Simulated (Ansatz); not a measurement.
# CH₃NSi (built from SMILES N#C[SiH3]): a barrier at many levels of theory, part 2 of 3

Ansatz 0.2.0, Gaussian basis.

### Step 8. B3LYP-D4/def2-TZVPP

The inputs:

r/in.yaml

```yaml
crystal:
  periodic: [false, false, false]
  atoms:
    - {symbol: Si, position_ang: [-0.418204, 0.205784, 0.354890]}
    - {symbol: C, position_ang: [0.901318, -0.443542, -0.764791]}
    - {symbol: N, position_ang: [1.723420, -0.848080, -1.462445]}
    - {symbol: H, position_ang: [-0.534813, 1.659296, 0.108200]}
    - {symbol: H, position_ang: [-1.673376, -0.500486, 0.018927]}
    - {symbol: H, position_ang: [0.001756, -0.073073, 1.745218]}
basis:
  gaussian: {orbitals: def2-TZVPP}
hamiltonian: {xc: {name: B3LYP}, dispersion: d4}
```

ts/in.yaml

```yaml
crystal:
  periodic: [false, false, false]
  atoms:
    - {symbol: Si, position_ang: [-0.302799, 0.150035, 0.257483]}
    - {symbol: C, position_ang: [0.655570, -0.294444, -1.415235]}
    - {symbol: N, position_ang: [1.404832, -0.716917, -0.612998]}
    - {symbol: H, position_ang: [-0.436656, 1.616103, 0.135332]}
    - {symbol: H, position_ang: [-1.583239, -0.558706, 0.056604]}
    - {symbol: H, position_ang: [0.262392, -0.196172, 1.578814]}
basis:
  gaussian: {orbitals: def2-TZVPP}
hamiltonian: {xc: {name: B3LYP}, dispersion: d4}
```

p/in.yaml

```yaml
crystal:
  periodic: [false, false, false]
  atoms:
    - {symbol: Si, position_ang: [-0.328778, 0.156348, 0.412761]}
    - {symbol: C, position_ang: [1.409864, -0.670501, -1.769819]}
    - {symbol: N, position_ang: [0.710953, -0.338256, -0.890620]}
    - {symbol: H, position_ang: [-0.497189, 1.622140, 0.320995]}
    - {symbol: H, position_ang: [-1.621076, -0.541776, 0.245676]}
    - {symbol: H, position_ang: [0.326326, -0.228056, 1.681008]}
basis:
  gaussian: {orbitals: def2-TZVPP}
hamiltonian: {xc: {name: B3LYP}, dispersion: d4}
```

The same command starts each run, in its folder.

Command:

```bash
> ansatz run in.yaml --threads 2 --pin off --events-out ev --progress --plain --max-ram 4352MiB
```

Output in r (excerpt; [...] marks lines left out):

```text
Functional definition: B3LYP
  name "B3LYP"
  cite "Stephens, Devlin, Chabalowski & Frisch, J. Phys. Chem. 98, 11623 (1994) doi:10.1021/j100096a001"
  cite "Becke, Phys. Rev. A 38, 3098 (1988) doi:10.1103/PhysRevA.38.3098"
  cite "Lee, Yang & Parr, Phys. Rev. B 37, 785 (1988) doi:10.1103/PhysRevB.37.785"
  cite "Vosko, Wilk & Nusair, Can. J. Phys. 58, 1200 (1980) doi:10.1139/p80-159"
[...]
803 factors; their error is unknown
[...]
mean field -10454.79430780 eV, -384.2066042977 hartree, gradient 8.5e-5 eV, S^2 0.000000; 0 other end points of the search recorded, 0 dependent functions left out
reference -10454.79453796 eV, -384.2066127556 hartree; 15, 15 occupied and 131, 131 virtual orbitals, 803 factors
Total energy: -10454.93867257 eV, -384.2119096049 hartree
```

Output in ts (excerpt; [...] marks lines left out):

```text
[... 6 set-up lines as earlier in the session ...]
[...]
803 factors; their error is unknown
[...]
mean field -10453.55097188 eV, -384.1609125451 hartree, gradient 1.5e-5 eV, S^2 0.000000; 0 other end points of the search recorded, 0 dependent functions left out
reference -10453.55119689 eV, -384.1609208143 hartree; 15, 15 occupied and 131, 131 virtual orbitals, 803 factors
Total energy: -10453.70872721 eV, -384.1667099468 hartree
```

p printed (excerpt; [...] marks lines left out):

```text
[... 6 set-up lines as earlier in the session ...]
[...]
803 factors; their error is unknown
[...]
mean field -10454.64170362 eV, -384.2009961974 hartree, gradient 1.7e-5 eV, S^2 0.000000; 0 other end points of the search recorded, 0 dependent functions left out
reference -10454.64194144 eV, -384.2010049369 hartree; 15, 15 occupied and 131, 131 virtual orbitals, 803 factors
Total energy: -10454.79895704 eV, -384.2067751539 hartree
```

They took 1.6 s (r), 1.9 s (ts), 1.6 s (p) on 2 threads of Arm Neoverse V1, shared host.

At this level: barrier 28.4 kcal/mol, step energy +3.2 kcal/mol.

### Step 9. r2SCAN0-D4/def2-TZVPP

Each input of step 8 (r, ts, p) changes in the same lines:

```diff
-hamiltonian: {xc: {name: B3LYP}, dispersion: d4}
+hamiltonian: {xc: {name: r2SCAN0}, dispersion: d4}
```

Each run has its own folder and the same command.

Command:

```bash
> ansatz run in.yaml --threads 2 --pin off --events-out ev --progress --plain --max-ram 4352MiB
```

Log of r (excerpt; [...] marks lines left out):

```text
Functional definition: r2SCAN0
  name "r2SCAN0"
  cite "Bursch, Neugebauer, Ehlert & Grimme, J. Chem. Phys. 156, 134105 (2022) doi:10.1063/5.0086040"
[... 3 set-up lines as earlier in the session ...]
[...]
803 factors; their error is unknown
[...]
mean field -10451.23382952 eV, -384.0757591340 hartree, gradient 2.5e-5 eV, S^2 0.000000; 0 other end points of the search recorded, 0 dependent functions left out
reference -10451.23383808 eV, -384.0757594488 hartree; 15, 15 occupied and 131, 131 virtual orbitals, 803 factors
Total energy: -10451.25817275 eV, -384.0766537313 hartree
```

ts printed (excerpt; [...] marks lines left out):

```text
[... 6 set-up lines as earlier in the session ...]
[...]
803 factors; their error is unknown
[...]
mean field -10450.08820774 eV, -384.0336583103 hartree, gradient 2.8e-5 eV, S^2 0.000000; 0 other end points of the search recorded, 0 dependent functions left out
reference -10450.08821625 eV, -384.0336586229 hartree; 15, 15 occupied and 131, 131 virtual orbitals, 803 factors
Total energy: -10450.11369708 eV, -384.0345950262 hartree
```

Output in p (excerpt; [...] marks lines left out):

```text
[... 6 set-up lines as earlier in the session ...]
[...]
803 factors; their error is unknown
[...]
mean field -10451.10396872 eV, -384.0709868376 hartree, gradient 2.5e-5 eV, S^2 0.000000; 0 other end points of the search recorded, 0 dependent functions left out
reference -10451.10397796 eV, -384.0709871772 hartree; 15, 15 occupied and 131, 131 virtual orbitals, 803 factors
Total energy: -10451.13023049 eV, -384.0719519400 hartree
```

They took 2.9 s (r), 3.1 s (ts), 2.8 s (p) on 2 threads of Arm Neoverse V1, shared host.

Barrier 26.4 kcal/mol; end less start +3.0 kcal/mol.

### Step 10. BHLYP-D4/def2-TZVPP

The same edit goes into each in.yaml of step 9 (r, ts, p):

```diff
-hamiltonian: {xc: {name: r2SCAN0}, dispersion: d4}
+hamiltonian: {xc: {name: BHLYP}, dispersion: d4}
```

Each run has its own folder and the same command.

Command:

```bash
> ansatz run in.yaml --threads 2 --pin off --events-out ev --progress --plain --max-ram 4352MiB
```

Log of r (excerpt; [...] marks lines left out):

```text
Functional definition: BHLYP
  name "BHLYP"
  cite "Becke, J. Chem. Phys. 98, 1372 (1993) doi:10.1063/1.464304"
[... 2 set-up lines as earlier in the session ...]
[...]
877 factors; their error is unknown
[...]
mean field -10452.59846299 eV, -384.1259084892 hartree, gradient 1.4e-5 eV, S^2 0.000000; 0 other end points of the search recorded, 0 dependent functions left out
reference -10452.59862000 eV, -384.1259142592 hartree; 15, 15 occupied and 131, 131 virtual orbitals, 877 factors
Total energy: -10452.70781872 eV, -384.1299272380 hartree
```

Log of ts (excerpt; [...] marks lines left out):

```text
[... 5 set-up lines as earlier in the session ...]
[...]
877 factors; their error is unknown
[...]
mean field -10451.36550012 eV, -384.0805979394 hartree, gradient 2.6e-5 eV, S^2 0.000000; 0 other end points of the search recorded, 0 dependent functions left out
reference -10451.36565295 eV, -384.0806035559 hartree; 15, 15 occupied and 131, 131 virtual orbitals, 877 factors
Total energy: -10451.48366264 eV, -384.0849403320 hartree
```

p printed (excerpt; [...] marks lines left out):

```text
[... 5 set-up lines as earlier in the session ...]
[...]
877 factors; their error is unknown
[...]
mean field -10452.55901302 eV, -384.1244587297 hartree, gradient 3.5e-5 eV, S^2 0.000000; 0 other end points of the search recorded, 0 dependent functions left out
reference -10452.55917354 eV, -384.1244646285 hartree; 15, 15 occupied and 131, 131 virtual orbitals, 877 factors
Total energy: -10452.67726166 eV, -384.1288042867 hartree
```

Wall times: 1.5 s (r), 1.6 s (ts), 1.6 s (p) on 2 threads of Arm Neoverse V1, shared host.

Barrier 28.2 kcal/mol; end less start +0.7 kcal/mol.

### Step 11. CAM-B3LYP-D4/def2-TZVPP

The same edit goes into each in.yaml of step 10 (r, ts, p):

```diff
-hamiltonian: {xc: {name: BHLYP}, dispersion: d4}
+hamiltonian: {xc: {name: CAM-B3LYP}, dispersion: d4}
```

Each run has its own folder and the same command.

Command:

```bash
> ansatz run in.yaml --threads 2 --pin off --events-out ev --progress --plain --max-ram 4352MiB
```

Output in r (excerpt; [...] marks lines left out):

```text
Functional definition: CAM-B3LYP
  name "CAM-B3LYP"
  cite "Yanai, Tew & Handy, Chem. Phys. Lett. 393, 51 (2004) doi:10.1016/j.cplett.2004.06.011"
  cite "Iikura, Tsuneda, Yanai & Hirao, J. Chem. Phys. 115, 3540 (2001) doi:10.1063/1.1383587"
[... 2 set-up lines as earlier in the session ...]
[...]
  # Exact exchange under (alpha + beta erf(omega r))/r, Becke's under what is left of 1/r.
[...]
803 factors; their error is unknown
204 factors; integrals over basis functions are off by at most 1.4e-5 eV
[...]
mean field -10453.00250610 eV, -384.1407567997 hartree, gradient 1.0e-5 eV, S^2 0.000000; 0 other end points of the search recorded, 0 dependent functions left out
reference -10453.00261784 eV, -384.1407609058 hartree; 15, 15 occupied and 131, 131 virtual orbitals, 803 factors
Total energy: -10453.07741884 eV, -384.1435097918 hartree
```

Log of ts (excerpt; [...] marks lines left out):

```text
[... 6 set-up lines as earlier in the session ...]
[...]
  # Exact exchange under (alpha + beta erf(omega r))/r, Becke's under what is left of 1/r.
[...]
803 factors; their error is unknown
204 factors; integrals over basis functions are off by at most 1.4e-5 eV
[...]
mean field -10451.76892382 eV, -384.0954234870 hartree, gradient 7.3e-5 eV, S^2 0.000000; 0 other end points of the search recorded, 0 dependent functions left out
reference -10451.76903320 eV, -384.0954275065 hartree; 15, 15 occupied and 131, 131 virtual orbitals, 803 factors
Total energy: -10451.84922047 eV, -384.0983743345 hartree
```

p printed (excerpt; [...] marks lines left out):

```text
[... 6 set-up lines as earlier in the session ...]
[...]
  # Exact exchange under (alpha + beta erf(omega r))/r, Becke's under what is left of 1/r.
[...]
803 factors; their error is unknown
204 factors; integrals over basis functions are off by at most 1.3e-5 eV
[...]
mean field -10452.89245823 eV, -384.1367126149 hartree, gradient 1.4e-5 eV, S^2 0.000000; 0 other end points of the search recorded, 0 dependent functions left out
reference -10452.89257405 eV, -384.1367168713 hartree; 15, 15 occupied and 131, 131 virtual orbitals, 803 factors
Total energy: -10452.97362128 eV, -384.1396953019 hartree
```

Times: 1.6 s (r), 1.8 s (ts), 1.8 s (p) on 2 threads of Arm Neoverse V1, shared host.

This gives 28.3 kcal/mol for the barrier and +2.4 kcal/mol for the step.

### Step 12. wB97X-V/def2-TZVPP

Each input of step 11 (r, ts, p) changes in the same lines:

```diff
-hamiltonian: {xc: {name: CAM-B3LYP}, dispersion: d4}
+hamiltonian: {xc: {name: wB97X-V}}
```

One command serves all of them, each in its own folder.

Command:

```bash
> ansatz run in.yaml --threads 2 --pin off --events-out ev --progress --plain --max-ram 4352MiB
```

r printed (excerpt; [...] marks lines left out):

```text
Functional definition: wB97X-V
  name "wB97X-V"
  cite "Mardirossian & Head-Gordon, Phys. Chem. Chem. Phys. 16, 9904 (2014) doi:10.1039/C3CP54374A"
[... 2 set-up lines as earlier in the session ...]
[...]
      + integral(e_c_pw_opposite_spin*poly(b97_u_opposite, cos0, cos1)) + vv10(b, c)
803 factors; their error is unknown
184 factors; integrals over basis functions are off by at most 9.6e-6 eV
[...]
mean field -10451.99028514 eV, -384.1035583654 hartree, gradient 2.4e-5 eV, S^2 0.000000; 0 other end points of the search recorded, 0 dependent functions left out
reference -10451.99028335 eV, -384.1035582996 hartree; 15, 15 occupied and 131, 131 virtual orbitals, 803 factors
Total energy: -10451.99028335 eV, -384.1035582996 hartree
```

Log of ts (excerpt; [...] marks lines left out):

```text
[... 5 set-up lines as earlier in the session ...]
[...]
      + integral(e_c_pw_opposite_spin*poly(b97_u_opposite, cos0, cos1)) + vv10(b, c)
803 factors; their error is unknown
184 factors; integrals over basis functions are off by at most 1.1e-5 eV
[...]
mean field -10450.84158385 eV, -384.0613443718 hartree, gradient 3.0e-5 eV, S^2 0.000000; 0 other end points of the search recorded, 0 dependent functions left out
reference -10450.84158208 eV, -384.0613443067 hartree; 15, 15 occupied and 131, 131 virtual orbitals, 803 factors
Total energy: -10450.84158208 eV, -384.0613443067 hartree
```

Output in p (excerpt; [...] marks lines left out):

```text
[... 5 set-up lines as earlier in the session ...]
[...]
      + integral(e_c_pw_opposite_spin*poly(b97_u_opposite, cos0, cos1)) + vv10(b, c)
803 factors; their error is unknown
184 factors; integrals over basis functions are off by at most 9.3e-6 eV
[...]
mean field -10451.86635292 eV, -384.0990039402 hartree, gradient 1.8e-5 eV, S^2 0.000000; 0 other end points of the search recorded, 0 dependent functions left out
reference -10451.86635101 eV, -384.0990038702 hartree; 15, 15 occupied and 131, 131 virtual orbitals, 803 factors
Total energy: -10451.86635101 eV, -384.0990038702 hartree
```

Wall times: 4.7 s (r), 5.5 s (ts), 4.7 s (p) on 2 threads of Arm Neoverse V1, shared host.

Barrier 26.5 kcal/mol; end less start +2.9 kcal/mol.

### Step 13. wB97M-V/def2-TZVPP

Each input of step 12 (r, ts, p) changes in the same lines:

```diff
-hamiltonian: {xc: {name: wB97X-V}}
+hamiltonian: {xc: {name: wB97M-V}}
```

Each run has its own folder and the same command.

Command:

```bash
> ansatz run in.yaml --threads 2 --pin off --events-out ev --progress --plain --max-ram 4352MiB
```

Log of r (excerpt; [...] marks lines left out):

```text
Functional definition: wB97M-V
  name "wB97M-V"
  cite "Mardirossian & Head-Gordon, J. Chem. Phys. 144, 214110 (2016) doi:10.1063/1.4952647"
[... 2 set-up lines as earlier in the session ...]
  # Of w^i u^j: cxij and so on, Table III.
[...]
  gx(w, u) = 1 - cx + cx01*u + cx10*w
[...]
      + integral(e_c_pw_mod_opposite_spin*gos(b97_w_opposite, b97_u_opposite)) + vv10(b, c)
803 factors; their error is unknown
184 factors; integrals over basis functions are off by at most 9.6e-6 eV
[...]
mean field -10452.55456037 eV, -384.1242950976 hartree, gradient 2.1e-5 eV, S^2 0.000000; 0 other end points of the search recorded, 0 dependent functions left out
reference -10452.55460386 eV, -384.1242966959 hartree; 15, 15 occupied and 131, 131 virtual orbitals, 803 factors
Total energy: -10452.55460386 eV, -384.1242966959 hartree
```

ts printed (excerpt; [...] marks lines left out):

```text
[... 5 set-up lines as earlier in the session ...]
  # Of w^i u^j: cxij and so on, Table III.
[...]
  gx(w, u) = 1 - cx + cx01*u + cx10*w
[...]
      + integral(e_c_pw_mod_opposite_spin*gos(b97_w_opposite, b97_u_opposite)) + vv10(b, c)
803 factors; their error is unknown
184 factors; integrals over basis functions are off by at most 1.1e-5 eV
[...]
mean field -10451.48387076 eV, -384.0849479803 hartree, gradient 2.8e-5 eV, S^2 0.000000; 0 other end points of the search recorded, 0 dependent functions left out
reference -10451.48391371 eV, -384.0849495585 hartree; 15, 15 occupied and 131, 131 virtual orbitals, 803 factors
Total energy: -10451.48391371 eV, -384.0849495585 hartree
```

Output in p (excerpt; [...] marks lines left out):

```text
[... 5 set-up lines as earlier in the session ...]
  # Of w^i u^j: cxij and so on, Table III.
[...]
  gx(w, u) = 1 - cx + cx01*u + cx10*w
[...]
      + integral(e_c_pw_mod_opposite_spin*gos(b97_w_opposite, b97_u_opposite)) + vv10(b, c)
803 factors; their error is unknown
184 factors; integrals over basis functions are off by at most 9.3e-6 eV
[...]
mean field -10452.46429778 eV, -384.1209780085 hartree, gradient 1.9e-5 eV, S^2 0.000000; 0 other end points of the search recorded, 0 dependent functions left out
reference -10452.46434393 eV, -384.1209797045 hartree; 15, 15 occupied and 131, 131 virtual orbitals, 803 factors
Total energy: -10452.46434393 eV, -384.1209797045 hartree
```

Times: 5.5 s (r), 5.5 s (ts), 5.5 s (p) on 2 threads of Arm Neoverse V1, shared host.

Barrier 24.7 kcal/mol; end less start +2.1 kcal/mol.

### Step 14. B2PLYP/def2-TZVPP

The same edit goes into each in.yaml of step 13 (r, ts, p):

```diff
-hamiltonian: {xc: {name: wB97M-V}}
+hamiltonian: {xc: {name: B2PLYP}}
```

Each run has its own folder and the same command.

Command:

```bash
> ansatz run in.yaml --threads 2 --pin off --events-out ev --progress --plain --max-ram 4352MiB
```

Log of r (excerpt; [...] marks lines left out):

```text
Functional definition: B2PLYP
  name "B2PLYP"
  cite "Grimme, J. Chem. Phys. 124, 034108 (2006) doi:10.1063/1.2148954"
[... 2 set-up lines as earlier in the session ...]
[...]
862 factors; integrals over basis functions are off by at most 7.6e-4 eV
[...]
mean field -10444.65401815 eV, -383.8339555262 hartree, gradient 5.1e-6 eV, S^2 0.000000; 0 other end points of the search recorded, 0 dependent functions left out
7 core orbitals not correlated: weight in the atoms' cores, before any rotation towards them, 1.000 or more for the frozen orbitals, at most 0.000 for the correlated occupied ones
reference -10444.65416473 eV, -383.8339609131 hartree; 8, 8 occupied and 131, 131 virtual orbitals, 862 factors
second order -15.62653468 eV of doubles, -0.00000000 eV of singles
Total energy: -10448.87332910 eV, -383.9890123436 hartree
```

Log of ts (excerpt; [...] marks lines left out):

```text
[... 5 set-up lines as earlier in the session ...]
[...]
857 factors; integrals over basis functions are off by at most 8.6e-4 eV
[...]
mean field -10443.41610228 eV, -383.7884629570 hartree, gradient 2.7e-6 eV, S^2 0.000000; 0 other end points of the search recorded, 0 dependent functions left out
7 core orbitals not correlated: weight in the atoms' cores, before any rotation towards them, 1.000 or more for the frozen orbitals, at most 0.000 for the correlated occupied ones
reference -10443.41624499 eV, -383.7884682015 hartree; 8, 8 occupied and 131, 131 virtual orbitals, 857 factors
second order -15.56896173 eV of doubles, -0.00000000 eV of singles
Total energy: -10447.61986466 eV, -383.9429483750 hartree
```

p printed (excerpt; [...] marks lines left out):

```text
[... 5 set-up lines as earlier in the session ...]
[...]
860 factors; integrals over basis functions are off by at most 8.3e-4 eV
[...]
mean field -10444.62397603 eV, -383.8328514988 hartree, gradient 1.9e-6 eV, S^2 0.000000; 0 other end points of the search recorded, 0 dependent functions left out
7 core orbitals not correlated: weight in the atoms' cores, before any rotation towards them, 1.000 or more for the frozen orbitals, at most 0.000 for the correlated occupied ones
reference -10444.62412596 eV, -383.8328570086 hartree; 8, 8 occupied and 131, 131 virtual orbitals, 860 factors
second order -14.99106412 eV of doubles, -0.00000000 eV of singles
Total energy: -10448.67171328 eV, -383.9816030988 hartree
```

They took 2.5 s (r), 2.8 s (ts), 2.5 s (p) on 2 threads of Arm Neoverse V1, shared host.

This gives 28.9 kcal/mol for the barrier and +4.6 kcal/mol for the step.

### Step 15. PBE-QIDH/def2-TZVPP

Each input of step 14 (r, ts, p) changes in the same lines:

```diff
-hamiltonian: {xc: {name: B2PLYP}}
+hamiltonian: {xc: {name: PBE-QIDH}}
```

Each run has its own folder and the same command.

Command:

```bash
> ansatz run in.yaml --threads 2 --pin off --events-out ev --progress --plain --max-ram 4352MiB
```

Output in r (excerpt; [...] marks lines left out):

```text
Functional definition: PBE-QIDH
  name "PBE-QIDH"
  cite "Brémond, Sancho-García, Pérez-Jiménez & Adamo, J. Chem. Phys. 141, 031101 (2014) doi:10.1063/1.4890314"
[... 1 set-up line as earlier in the session ...]
[...]
862 factors; integrals over basis functions are off by at most 7.6e-4 eV
[...]
mean field -10440.05625306 eV, -383.6649907757 hartree, gradient 1.1e-6 eV, S^2 0.000000; 0 other end points of the search recorded, 0 dependent functions left out
7 core orbitals not correlated: weight in the atoms' cores, before any rotation towards them, 1.000 or more for the frozen orbitals, at most 0.000 for the correlated occupied ones
reference -10440.05626428 eV, -383.6649911881 hartree; 8, 8 occupied and 131, 131 virtual orbitals, 862 factors
second order -14.37202175 eV of doubles, -0.00000000 eV of singles
Total energy: -10444.84693820 eV, -383.8410452073 hartree
```

ts printed (excerpt; [...] marks lines left out):

```text
[... 4 set-up lines as earlier in the session ...]
[...]
857 factors; integrals over basis functions are off by at most 8.6e-4 eV
[...]
mean field -10438.87747006 eV, -383.6216712996 hartree, gradient 5.1e-6 eV, S^2 0.000000; 0 other end points of the search recorded, 0 dependent functions left out
7 core orbitals not correlated: weight in the atoms' cores, before any rotation towards them, 1.000 or more for the frozen orbitals, at most 0.000 for the correlated occupied ones
reference -10438.87748102 eV, -383.6216717022 hartree; 8, 8 occupied and 131, 131 virtual orbitals, 857 factors
second order -14.31986720 eV of doubles, -0.00000000 eV of singles
Total energy: -10443.65077009 eV, -383.7970868400 hartree
```

Output in p (excerpt; [...] marks lines left out):

```text
[... 4 set-up lines as earlier in the session ...]
[...]
860 factors; integrals over basis functions are off by at most 8.3e-4 eV
[...]
mean field -10440.04328183 eV, -383.6645140918 hartree, gradient 2.6e-6 eV, S^2 0.000000; 0 other end points of the search recorded, 0 dependent functions left out
7 core orbitals not correlated: weight in the atoms' cores, before any rotation towards them, 1.000 or more for the frozen orbitals, at most 0.000 for the correlated occupied ones
reference -10440.04329342 eV, -383.6645145177 hartree; 8, 8 occupied and 131, 131 virtual orbitals, 860 factors
second order -13.81696448 eV of doubles, -0.00000000 eV of singles
Total energy: -10444.64894825 eV, -383.8337692107 hartree
```

Times: 2.6 s (r), 2.8 s (ts), 2.5 s (p) on 2 threads of Arm Neoverse V1, shared host.

This gives 27.6 kcal/mol for the barrier and +4.6 kcal/mol for the step.

(Continued in part 3 of 3.)
